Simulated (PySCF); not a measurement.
Species: methylsilane, CH₆Si.
SMILES with atom numbers: `[CH3:1][SiH3:2]` (hydrogens: H3, H4, H5 on C1; H6, H7, H8 on Si2)

Cartesian coordinates in Å at the GFN2-xTB level; atoms count from 1:
```xyz
8
CH6Si angstrom
C     -0.975   -0.115    0.016
Si     0.907    0.108   -0.021
H     -1.439    0.562    0.729
H     -1.248   -1.128    0.300
H     -1.415    0.082   -0.958
H      1.228    1.483   -0.413
H      1.494   -0.823   -0.987
H      1.458   -0.159    1.310
```

The calculation used TDDFT CAM-B3LYP/def2-SVPD, vertical, gas phase, core orbitals frozen in the response in PySCF 2.14.0, density-fitted response routines.

Frontier orbitals with the atoms that hold most of them (Löwdin shares over 4%, at most four atoms; ? is withheld):

```tsv
orbital	ε (eV)	atoms
HOMO-3	-13.02	C1 46%, H3 22%, H4 10%, Si2 9%
HOMO-2	-10.89	Si2 38%, H7 28%, H6 16%, C1 9%
HOMO-1	-10.89	Si2 38%, H8 28%, H6 16%, C1 9%
HOMO	-10.54	?
LUMO	?	?
LUMO+1	1.65	Si2 44%, H7 12%, H8 12%, H6 12%
LUMO+2	2.49	Si2 55%, H7 16%, H6 8%, H8 8%
```

Question: Which atoms hold the HOMO, and with what shares?

Answer: C1 (bonded to Si and 3 H) 43%; Si2 (bonded to C and 3 H) 28%; H5 (bonded to C) 5%; H4 (bonded to C) 5%. By element: carbon 43%, silicon 28%, hydrogen 10% or more.

Question: Which atoms hold the LUMO, and with what shares?

Answer: Si2 (bonded to C and 3 H) 39%; C1 (bonded to Si and 3 H) 22%; H5 (bonded to C) 7%; H4 (bonded to C) 7%. By element: silicon 39%, carbon 22%, hydrogen 14% or more.

Question: What is the LUMO energy, and the HOMO–LUMO gap?

Answer: ε(LUMO) = 1.14 eV; the gap is 11.68 eV (0.4293 hartree).

Within 0.005 eV of a neighbour in this list lie HOMO-2/HOMO-1 (point group found: C3v); within a degenerate set the shares of single atoms can hang on how the components are chosen.

Question: How does S1 compare with the orbital gap of 11.68 eV?

Answer: S1 is at 8.49 eV (f = 0.080), 3.19 eV below the gap, made of HOMO→LUMO (97%). 

Question: One configuration dominates each of S1 and S8. Which, and how do the shares of the two leading atoms of either orbital change from the occupied to the empty one?

Answer: 
- S1 (8.49 eV, f 0.080), HOMO→LUMO (97%): C1 43% → 22%, Si2 28% → 39%
- S8 (9.44 eV, f 0.328), HOMO→LUMO+1 (90%): C1 43% → at most 12%, Si2 28% → 44%, H7 at most 5% → 12%

Orbitals of the list HOMO-3 to LUMO+2 that lie within 0.01 eV of each other are written together with a slash and their weights summed (≥ marks a lower bound); for degenerate orbitals outside that list single weights are arbitrary.

Löwdin shares depend on the basis, the more so with diffuse functions.

On an x86-64 server with one thread, no GPU, on a shared host, this took 5.2 s.
